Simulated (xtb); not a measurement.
C2H4, SMILES C=C. All values are semi-empirical tight-binding results from xtb (GFN2-xTB unless named), good for trends rather than for accurate numbers. Geometry optimised at GFN2-xTB.

Optimised geometry:

```xyz
6

C      0.0000     0.0000    -0.6582
C      0.0000     0.0000     0.6582
H      0.0000    -0.9140    -1.2293
H      0.0000     0.9140    -1.2293
H      0.0000     0.9140     1.2293
H      0.0000    -0.9140     1.2293
```

Computed properties:
```
Property                                         Result
----------------------------------------  -------------
point group as xtb finds it                         D2h
orbital gap                                     5.68 eV
dipole moment                                    0.00 D
zero-point energy                         31.3 kcal/mol
G − E(el) at 298.15 K (modified RRHO)     18.2 kcal/mol
static polarisability (D4 model)             27.8 bohr³
solvation energy, GFN2-xTB/ALPB(water)    -0.1 kcal/mol
solvation energy, GFN2-xTB/ALPB(octanol)  -1.5 kcal/mol
```

Computed IR lines (harmonic; lines under 4 % of the strongest left out, lines within 3 cm⁻¹ merged):
ν (cm⁻¹): 1021 (m), 3096 (s), 3129 (vs) (against the strongest line: vs over 80 %, s over 45 %, m over 15 %, w over 4 %, vw less)

Computed atomic charges and the Wiberg bond orders between heavy atoms:
charges (e) C1 -0.08, C2 -0.08, H3 0.04, H4 0.04, H5 0.04, H6 0.04. Bond orders C1–C2 2.04.
